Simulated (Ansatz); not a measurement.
Input for Ansatz (development build ahead of 0.2.0):

```yaml
crystal:
  periodic: [false, false, false]
  atoms:
    - { symbol: "N", position_ang: [-0.00041, -0.01828, 0.06498] }
    - { symbol: H, position_ang: [0.80515, 0.02891, -0.21153] }
    - { symbol: H, position_ang: [-0.42985, 0.70132, -0.21622] }
    - { symbol: H, position_ang: [-0.37901, -0.72698, -0.24343] }
basis:
  gaussian: { orbitals: def2-SVP }
hamiltonian:
  xc: hf
```

The input is written out in the form of the current development build from the run's settings.

Results

```json
{
 "Converged": "yes",
 "Total energy": "-56.07688 hartree",
 "Spin squared of the determinant": "0.000"
}
```

Caution: no unrestricted run beside it, a lower state can exist.
